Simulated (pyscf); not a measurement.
Structures and frequencies: ωB97X-D3(BJ)/def2-SVP in PySCF.

Question: For the elementary gas-phase step Cl–InH–Cl (SMILES [Cl][InH][Cl]) + H₂S (SMILES S) -> HCl (SMILES Cl) + Cl–In (SMILES [Cl][In]) [singlet] + H₂S (SMILES S) (singlet surface; Cl–In, H–In, H–S broken, Cl–H, H–S formed), what barrier and reaction energy does ωB97M-D3(BJ)/def2-TZVP give, measured from the separated reactants?

Answer: ΔE‡ = 1.13 eV, ΔE = +0.34 eV. Zero-point energy shifts the barrier by 0.00 eV. It is a multi-bond step, with an imaginary mode of 907i cm⁻¹. On the reactant side the descent ends in an adduct with a In–S contact (not fully relaxed), 0.78 eV under the separated species and 1.92 eV under the saddle at ωB97X-D3(BJ)/def2-TZVP. On the product side the descent ends in a bound adduct, 0.42 eV under the separated species and 0.98 eV under the saddle at ωB97X-D3(BJ)/def2-TZVP. The same reactants have a lower exit, to HCl + HS–InH–Cl (highest point, the separated products, at +0.26 eV at ωB97M-D3(BJ)/def2-TZVP, against +1.13 eV here). This is the saddle that the search found; another between the same sides may lie lower. Elements past Kr carry the def2 core potentials, without spin-orbit coupling.
